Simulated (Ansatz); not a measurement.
Two shapes of singlet H2F2.

Shape 1:

```xyz
4

F     0.0302   -0.3499   -1.2142
H     0.0229    0.4116   -0.8069
F     0.0364    0.3756    1.1608
H     0.0004   -0.4963    0.8271
```

Shape 2:

```xyz
4

F     0.0000   -0.3535   -1.0985
H     0.0000    0.4188   -0.7347
F     0.0000    0.3535    1.0985
H     0.0000   -0.4188    0.7347
```

Basis set: cc-pVTZ (spherical functions). Frozen core: 2 orbitals. Charge 0, multiplicity 1.

Computed with Ansatz (development build ahead of 0.2.0); each method stands on the lowest determinant of its kind that the runs found.

Problem. Which shape is lower in energy, and by how much in each method?

Solution.

```csv
method,E(2) − E(1) (eV)
RHF,0.235
RHF-MP2,0.329
```

Shape 1 is lower.
